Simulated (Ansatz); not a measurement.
## Which is lower?

Two relaxed structures of CH3OS, doublet (PBE0-D4/def2-TZVP; forces vanish, vibrations not checked).

A:

```xyz
6
angstrom
C -0.3570 0.2746 -0.1673
O 0.6185 -0.0335 0.8289
S 1.5452 -1.3248 0.5578
H -1.0649 -0.5499 -0.2692
H 0.1292 0.4613 -1.1265
H -0.8711 1.1723 0.1763
```

B:

C1  (0.275, 0.259, 0.007)
O2  (-0.452, -0.213, 1.099)
S3  (1.966, -0.269, -0.123)
H4  (0.124, -0.210, 1.870)
H5  (-0.260, -0.042, -0.898)
H6  (0.334, 1.361, -0.013)
(Å)

Ansatz 0.2.0; basis: def2-TZVPP; cores frozen in the correlated methods; orbitals are unrestricted. B3LYP uses VWN-RPA correlation.

(1) Which structure is lower at CCSD(T), and by how much? (An estimate is asked for; the value comes from the calculation.)

The T1 diagnostic stays at or below 0.021. ⟨S²⟩ of the unrestricted Hartree–Fock references: 0.76 to 0.77 (a pure state has 0.75).

Answers

(1) By the calculation: B, by 0.447 eV (electronic energy, against the other). By their contacts, A is CH₃OS ([CH3][O][S]) and B is CH₃OS ([OH][CH2][S]).

All methods give the same order:

| method | E(B) − E(A) (eV) |
| --- | --- |
| PBE-D4 | -0.413 |
| r2SCAN-D4 | -0.466 |
| PBE0-D4 | -0.489 |
| B3LYP-D4 | -0.367 |
| wB97M-V | -0.410 |
| HF | -0.537 |
| MP2 | -0.502 |
| CCSD | -0.475 |
| CCSD(T) | -0.447 |

Labels in which every atom is bracketed show which atoms are joined, not bond orders.

For scale, one of the runs: CCSD(T)/def2-TZVPP, 146 basis functions, launched by `ansatz run in.yaml --threads 2 --pin off --events-out ev --progress --plain --max-ram 4352MiB`. Hardware: 2 CPU threads of an Arm Neoverse V2, shared host. Wall time 63 s; peak host memory 2.1 GiB.
